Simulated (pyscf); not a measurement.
**Routes from `[OH][AlH][Cl]` + `[H][H]`**

Candidate steps break at most two bonds and form at most two. Each was searched with GFN2-xTB (tblite) first. Structures and frequencies: ωB97X-D3(BJ)/def2-SVP in PySCF. Energies: ωB97M-D3(BJ)/def2-TZVP, kcal/mol, from the separated reactants, singlet surface; ΔG‡ with ideal gas, 1 atm, RRHO with modes under 100 cm⁻¹ raised to 100, one conformer, R ln 2 for chiral ones without a mode under 150 cm⁻¹.

```json
[
 {"products": "H₂Al–Cl + H₂O", "type": "four-centre exchange", "ΔE‡": "23.7", "ΔE": "+30.1", "ΔG‡ 298 K": "–", "ΔG‡ 900 K": "–", "ν‡ (cm⁻¹)": "1308i"},
 {"products": "HO–AlH₂ + HCl", "type": "four-centre exchange", "ΔE‡": "35.7", "ΔE": "+36.0", "ΔG‡ 298 K": "–", "ΔG‡ 900 K": "–", "ν‡ (cm⁻¹)": "652i"}
]
```

A dash marks a saddle under its separated products, where this table gives no free-energy barrier. Row 1: On the product side the descent ends in an adduct with a Al–O contact, 25.4 kcal/mol under the separated species and 18.1 kcal/mol under the saddle at ωB97X-D3(BJ)/def2-TZVP. Row 2: On the product side the descent ends in an adduct with a Al–Cl contact, 7.3 kcal/mol under the separated species and 4.8 kcal/mol under the saddle at ωB97X-D3(BJ)/def2-TZVP. 

Plain bond fissions and candidates not yet searched are not listed, and one of them may be faster. Each barrier is that of the saddle found; lower ones may exist.
